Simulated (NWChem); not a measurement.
Everything below was run with NWChem. System: silicon monoxide (OSi), charge 0, spin multiplicity 1, at a geometry optimised with PBE0/def2-SVP. Level: CCSD(T)/3-21G, 6 core orbitals frozen.

Job file:

```
start mol
memory heap 100 mb stack 700 mb global 1900 mb
geometry units angstroms nocenter noautoz
  Si     0.000000     0.000000     0.553938
  O      0.000000     0.000000    -0.969391
  symmetry group C2v
end
basis spherical
  * library 3-21g
end
scf
  rhf
  nopen 0
  maxiter 100
  thresh 1e-7
  semidirect memsize 60000000 filesize 0
end
ccsd
  freeze core 6
  maxiter 60
end
task ccsd(t) energy
```

NWChem printed:

```
             Northwest Computational Chemistry Package (NWChem) 7.3.0
             --------------------------------------------------------

                                NWChem Input Module
                                -------------------

 Scaling coordinates for geometry "geometry" by  1.889725989
 (inverse scale =  0.529177249)

 Turning off AUTOSYM since
 SYMMETRY directive was detected!

                             Geometry "geometry" -> ""
                             -------------------------

 Output coordinates in angstroms (scale by  1.889725989 to convert to a.u.)

  No.       Tag          Charge          X              Y              Z
 ---- ---------------- ---------- -------------- -------------- --------------
    1 Si                  14.0000     0.00000000     0.00000000     0.55393800
    2 O                    8.0000     0.00000000     0.00000000    -0.96939100

 Effective nuclear repulsion energy (a.u.)      38.9067968167

            Nuclear Dipole moment (a.u.)
            ----------------------------
        X                 Y               Z
 ---------------- ---------------- ----------------
     0.0000000000     0.0000000000     0.0000075589

      Symmetry information
      --------------------

 Group name             C2v
 Group number             16
 Group order               4
 No. of unique centers     2

      Symmetry unique atoms

     1    2


 Summary of "ao basis" -> "" (spherical)
 ------------------------------------------------------------------------------
       Tag                 Description            Shells   Functions and Types
 ---------------- ------------------------------  ------  ---------------------
 *                           3-21g                    on all atoms

 Summary of "ao basis" -> "ao basis" (spherical)
 ------------------------------------------------------------------------------
       Tag                 Description            Shells   Functions and Types
 ---------------- ------------------------------  ------  ---------------------
 Si                          3-21g                   7       13   4s3p
 O                           3-21g                   5        9   3s2p

                                 NWChem SCF Module
                                 -----------------

  ao basis        = "ao basis"
  functions       =    22
  atoms           =     2
  closed shells   =    11
  open shells     =     0
  charge          =   0.00
  wavefunction    = RHF
  use symmetry    = T
  symmetry adapt  = T

 Summary of "ao basis" -> "ao basis" (spherical)
 ------------------------------------------------------------------------------
       Tag                 Description            Shells   Functions and Types
 ---------------- ------------------------------  ------  ---------------------
 Si                          3-21g                   7       13   4s3p
 O                           3-21g                   5        9   3s2p

      Symmetry analysis of basis
      --------------------------

        a1         12
        a2          0
        b1          5
        b2          5

 Forming initial guess at       0.0s

      Superposition of Atomic Density Guess
      -------------------------------------

 Sum of atomic energies:        -361.70190988

      Non-variational initial energy
      ------------------------------

 Total energy =    -361.706322
 1-e energy   =    -578.887495
 2-e energy   =     178.274375
 HOMO         =      -0.343772
 LUMO         =      -0.017212
[...]
-------------------------------------------------------------------------
 iter     correlation     delta       rms       T2     Non-T2      Main
             energy      energy      error      ampl     ampl      Block
                                                time     time      time
-------------------------------------------------------------------------
   1     -0.1704604009 -1.705D-01  1.494D-01     0.02     0.00     0.02
   2     -0.1933290490 -2.287D-02  1.886D-01     0.03     0.00     0.02
   3     -0.1872858690  6.043D-03  1.600D-02     0.02     0.00     0.02
   4     -0.1891245355 -1.839D-03  4.096D-03     0.02     0.00     0.02
   5     -0.1895561999 -4.317D-04  1.362D-03     0.02     0.00     0.02
   6     -0.1894961437  6.006D-05  4.807D-04     0.03     0.00     0.02
   7     -0.1895023388 -6.195D-06  3.519D-05     0.02     0.00     0.02
   8     -0.1895055355 -3.197D-06  4.567D-05     0.03     0.00     0.02
   9     -0.1895039834  1.552D-06  6.650D-06     0.03     0.00     0.02
  10     -0.1895045363 -5.530D-07  2.648D-06     0.03     0.00     0.02
  11     -0.1895048138 -2.774D-07  5.754D-07     0.03     0.00     0.02
                  *************converged*************
-------------------------------------------------------------------------

 -----------
 CCSD Energy
 -----------
 Reference energy:            -361.845652212019615
 CCSD corr. energy:             -0.189504813785062
 Total CCSD energy:           -362.035157025804665

 --------------------------------
 Spin Component Scaled (SCS) CCSD
 --------------------------------
 Same spin contribution:                 -0.041069115384836
 Same spin scaling factor:                1.130000000000000
 Opposite spin contribution:             -0.148435698400226
 Opposite spin scaling fact.:             1.270000000000000
 SCS-CCSD correlation energy:            -0.234921437353152
 Total SCS-CCSD energy:                -362.080573649372752
 memory            104855588

*********triples calculation*********

nkpass=    1; nvpass=    1; memdrv=           5467; memtrn=         149795; memavail=      104855516
 memory available/node                      104855516
 total number of virtual orbitals        11
 number of virtuals per integral pass    11
 number of integral evaluations           1
 number of occupied per triples pass      5
 number of triples passes                 1

 commencing integral evaluation        1 at           0.30
  symmetry use  T
task         2 out of        78 done   2%  at       0.0 secs
task         4 out of        78 done   5%  at       0.0 secs
task         8 out of        78 done  10%  at       0.0 secs
task        12 out of        78 done  15%  at       0.0 secs
task        16 out of        78 done  20%  at       0.0 secs
task        20 out of        78 done  25%  at       0.0 secs
task        24 out of        78 done  30%  at       0.0 secs
task        29 out of        78 done  37%  at       0.0 secs
task        32 out of        78 done  41%  at       0.0 secs
task        36 out of        78 done  46%  at       0.0 secs
task        39 out of        78 done  50%  at       0.0 secs
task        43 out of        78 done  55%  at       0.0 secs
task        47 out of        78 done  60%  at       0.0 secs
task        51 out of        78 done  65%  at       0.0 secs
task        55 out of        78 done  70%  at       0.0 secs
task        59 out of        78 done  75%  at       0.0 secs
task        63 out of        78 done  80%  at       0.0 secs
task        67 out of        78 done  85%  at       0.0 secs
task        71 out of        78 done  91%  at       0.0 secs
task        75 out of        78 done  96%  at       0.0 secs
task        78 out of        78 done 100%  at       0.0 secs
 commencing triples evaluation - blocking       1
 ccsd(t): done        1 out of       11 progress:    9.1%
 ccsd(t): done        2 out of       11 progress:   18.2%
 ccsd(t): done        3 out of       11 progress:   27.3%
 ccsd(t): done        4 out of       11 progress:   36.4%
 ccsd(t): done        5 out of       11 progress:   45.5%
 ccsd(t): done        6 out of       11 progress:   54.5%
 ccsd(t): done        7 out of       11 progress:   63.6%
 ccsd(t): done        8 out of       11 progress:   72.7%
 ccsd(t): done        9 out of       11 progress:   81.8%
 ccsd(t): done       10 out of       11 progress:   90.9%
 ccsd(t): done       11 out of       11 progress:  100.0%
 Time for integral evaluation pass     1        0.03
 Time for triples evaluation pass      1        0.00

 pseudo-e(mp4)  -0.16451051610941E-01
 pseudo-e(mp5)   0.43133712697284E-02
        e(t)    -0.12137680341213E-01

 --------------
 CCSD(T) Energy
 --------------
 Reference energy:                    -361.845652212019615

 CCSD corr. energy:                     -0.189504813785062
 T(CCSD) corr. energy:                  -0.016451051610941
 Total CCSD+T(CCSD) energy:           -362.051608077415608

 CCSD corr. energy:                     -0.189504813785062
 (T) corr. energy:                      -0.012137680341213
 Total CCSD(T) energy:                -362.047294706145863

 routine      calls  cpu(0)   cpu-min  cpu-ave  cpu-max   i/o
 aoccsd          1     0.00     0.00     0.00     0.00    0.00
 iterdrv         1     0.00     0.00     0.00     0.00    0.00
 pampt          11     0.00     0.00     0.00     0.00    0.00
 t2pm           11     0.00     0.00     0.00     0.00    0.00
 sxy            11     0.01     0.01     0.01     0.01    0.00
 ints        66352     0.22     0.22     0.22     0.22    0.00
 t2eri         858     0.01     0.01     0.01     0.01    0.00
 idx2          858     0.01     0.01     0.01     0.01    0.00
 idx34          11     0.00     0.00     0.00     0.00    0.00
 ht2pm          11     0.00     0.00     0.00     0.00    0.00
 itm            11     0.01     0.01     0.01     0.01    0.00
 pdiis          11     0.00     0.00     0.00     0.00    0.00
 triples         1     0.00     0.00     0.00     0.00    0.00
 rdtrpo          1     0.00     0.00     0.00     0.00    0.00
 trpmos          1     0.03     0.03     0.03     0.03    0.00
 trpdrv          1     0.00     0.00     0.00     0.00    0.00
 dovvv        1650     0.00     0.00     0.00     0.00    0.00
 doooo        1650     0.00     0.00     0.00     0.00    0.00
 tengy        1375     0.00     0.00     0.00     0.00    0.00
 Total                 0.30     0.30     0.30     0.30    0.00

 Task  times  cpu:        0.4s     wall:        0.4s

 Total times  cpu:        0.4s     wall:        0.4s
```
